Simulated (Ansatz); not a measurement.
Reaction (hydrogen abstraction from the Si–H bond): `N[SiH3]` + H• → `N[SiH2]`• + H₂

Computed with Ansatz on PBE0-D4/def2-TZVP structures; ΔE is electronic, products minus reactants. CBS: MP2 limit from def2 TZ/QZ plus the TZ coupled-cluster correction, frozen cores. This one scheme is used for every species, atoms too. Functionals use def2-TZVPP. B3LYP here is the variant with VWN-RPA as its local correlation; programs differ in this. HSE06 is defined as in plane-wave codes. Open shells (•) are unrestricted, without spin–orbit coupling.

| level | ΔE (kJ/mol) | difference from CCSD(T)/CBS |
| --- | --- | --- |
| PBE0-D4 | -59.4 | -1.7 |
| B3LYP | -72.0 | -14.3 |
| HSE06 | -60.0 | -2.3 |
| CAM-B3LYP | -62.6 | -4.9 |
| HF/def2-SVP | -21.5 | 36.2 |
| HF/def2-TZVPP | -29.8 | 27.9 |
| CCSD/def2-TZVPP | -56.9 | 0.8 |
| HF/CBS(def2) | -31.0 | 26.7 |
| MP2/CBS(def2) | -46.0 | 11.7 |
| CCSD/CBS(def2) | -57.2 | 0.5 |
| CCSD(T)/CBS | -57.7 | 0 |

Largest T1 diagnostic among the species: 0.015.

At CCSD(T), def2-SVP lies +8.2 kJ/mol from the extrapolated value and def2-TZVPP +0.3 kJ/mol. From BLYP to BHLYP (50 % exact exchange), in def2-TZVPP and without D4, ΔE moves by +20.8 kJ/mol.
